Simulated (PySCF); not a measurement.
Simulated outer-valence photoelectron spectrum of `C=N[SiH3]`. Theory: EOM-IP-CCSD/aug-cc-pVDZ in PySCF, restricted Hartree–Fock reference, 7 core orbitals frozen, non-relativistic, gas phase, PBE0-D3(BJ)/def2-SVP geometry.

Each root has a Gaussian of 0.8 eV full width with its one-hole share as area; cross sections and vibrations are left out, and the highest printed point is 100.

ionisation energy (eV), intensity and a bar:
```
      8.2          0 
      8.4          1 
      8.6          6 ##
      8.8         19 ######
      9.0         44 #############
      9.2         74 ######################
      9.4         88 ##########################
      9.6         74 ######################
      9.8         44 #############
     10.0         18 #####
     10.2          5 ##
     10.4          1 
     10.6          1 
     10.8          3 #
     11.0         13 ####
     11.2         35 ##########
     11.4         66 ####################
     11.6         92 ############################
     11.8        100 ##############################
     12.0         98 #############################
     12.2         99 ##############################
     12.4         99 ##############################
     12.6         86 ##########################
     12.8         72 ######################
     13.0         75 #######################
     13.2         88 ##########################
     13.4         87 ##########################
     13.6         65 ###################
     13.8         41 ############
     14.0         37 ###########
     14.2         56 #################
     14.4         80 ########################
     14.6         86 ##########################
     14.8         65 ####################
     15.0         38 ###########
     15.2         26 ########
     15.4         37 ###########
     15.6         64 ###################
     15.8         84 #########################
     16.0         79 ########################
     16.2         52 ################
     16.4         24 #######
     16.6          8 ##
     16.8          2 #
     17.0          1 
     17.2          4 #
     17.4         13 ####
     17.6         34 ##########
     17.8         63 ###################
     18.0         81 ########################
     18.2         75 ######################
     18.4         48 ###############
     18.6         22 #######
     18.8          7 ##
     19.0          2 
     19.2          0
```

Q: Where are the maxima, and how many lines lie under the curve?

A: 7 maxima, at 9.4, 11.8, 12.3, 13.3, 14.5, 15.9 and 18.1 eV, from 7 lines.

Q: List the lines with their holes.

A: 
```tsv
E (eV)	leading hole (HF orbital)	area	Koopmans (eV)
9.40	HOMO	0.94	10.68
11.67	HOMO-1	0.95	11.91
12.41	HOMO-2	0.95	13.05
13.32	HOMO-3	0.94	13.84
14.54	HOMO-4	0.93	16.04
15.86	HOMO-5	0.92	17.37
18.05	HOMO-6	0.88	19.75
```

The widest gap, 2.27 eV, lies between 9.40 and 11.67 eV. Only orbitals with −ε under 21 eV, eight at most, were ionised, so the high end of the curve may lack lines.
